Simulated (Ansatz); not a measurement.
Input file:

```yaml
crystal:
  periodic: [false, false, false]
  atoms:
    - {symbol: N, position_ang: [-1.768977, -0.012635, -0.019666]}
    - {symbol: H, position_ang: [-2.066257, 0.955198, -0.019665]}
    - {symbol: H, position_ang: [-2.066256, -0.414934, 0.860594]}
    - {symbol: H, position_ang: [-0.598977, -0.012635, -0.019666]}
    - {symbol: Si, position_ang: [1.052023, -0.012634, -0.019666]}
basis:
  gaussian: {orbitals: cc-pVDZ}
magnetization: {spin_polarized: true, initial_magnetization: 2}
hamiltonian: {xc: hf}
output: {orbitals: {seedname: orbitals}}
```

```sh
$ ansatz run in.yaml --threads 1 --pin off --events-out ev --progress --plain --max-ram 2393MiB
```

Question: Roughly how long does this take on 1 thread of Arm Neoverse V1, shared host, and how much host memory?

Answer: 1.6 s wall and 0.08 GiB.

```
451 factors; integrals over basis functions are off by at most 1.1e-3 eV
mean field evaluation 1: about -9384.7279 eV, gradient 2.2e1 eV
mean field evaluation 2: about -9384.7286 eV, gradient 2.2e1 eV
mean field evaluation 4: about -9387.3156 eV, gradient 2.1e0 eV
mean field evaluation 8: about -9387.3837 eV, gradient 9.8e-2 eV
mean field evaluation 16: about -9387.7278 eV, gradient 1.9e0 eV
mean field evaluation 32: about -9387.7535 eV, gradient 2.3e-1 eV
mean field evaluation 64: about -9387.5753 eV, gradient 5.3e-1 eV
mean field evaluation 96: about -9387.0970 eV, gradient 4.0e0 eV
mean field evaluation 128: about -9387.3819 eV, gradient 1.1e-1 eV
mean field evaluation 160: about -9387.3824 eV, gradient 2.8e-5 eV
mean field -9387.77199785 eV, -344.9942576604 hartree, gradient 1.4e-5 eV, S^2 2.020020; 10 other end points of the search recorded, 0 dependent functions left out
reference -9387.77199785 eV, -344.9942576604 hartree; 13, 11 occupied and 34, 36 virtual orbitals, 451 factors
Total energy: -9387.77199785 eV, -344.9942576604 hartree
```
